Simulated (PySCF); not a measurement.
Gas-phase reaction: 3 AlCl + 3 F2 → AlCl3 + Al2F6

Energies from PySCF (xtb for GFN2), thermal terms from the rigid-rotor harmonic-oscillator model, ideal gas at 1 bar. 'Table' is the NASA 1993 thermochemical table (part measured, part estimated). After a fit of one offset per element over all species, the range-separated, M06-2X, PBE0/def2-QZVP and CCSD(T)/def2-TZVPP enthalpies, where run, lie to one side of the table for AlCl (-22 kJ/mol), Al2F6 (+36 kJ/mol): a fault of the table's entry, another state or a shared error of the levels is possible; this was not checked at source. S°(298 K) at PBE0/def2-TZVP differs from the NASA 1993 table for Al2F6 (+7 J/mol/K); whether the harmonic model or the table's entry is off was not settled. † marks an energy on the PBE0/def2-TZVP geometry and frequencies; other levels use their own. 6-31G* has spherical d functions here. All species are closed-shell singlets. B3LYP is the form with VWN-RPA correlation. The harmonic model lacks anharmonicity and excited electronic states, which grow with temperature; levels with a mode under 35 cm⁻¹ are left out. Soft modes under 120 cm⁻¹ make the harmonic entropy rough for Al2F6. The table's entry may be an old estimate for AlCl, AlCl3, Al2F6 (not checked at source).

```csv
level,"ΔH°(298 K), kJ",minus table,"ΔG°(600 K), kJ"
table,-3063.8,-,-2711.5
B3LYP/6-31G*,-2896.7,167.1,-2546.8
GFN2-xTB,-2982.6,81.2,-2649.8
HF/def2-TZVP†,-3141.8,-78.0,-2795.0
M06-2X/def2-TZVP†,-3066.8,-3.0,-2720.1
PBE/def2-TZVP†,-2824.1,239.7,-2477.4
PBE0/def2-QZVP†,-2987.3,76.5,-2640.6
PBE0/def2-TZVP,-2958.2,105.6,-2611.5
LDA/def2-TZVP†,-2993.0,70.8,-2646.2
ωB97X-V/def2-TZVP†,-3015.4,48.4,-2668.7
```
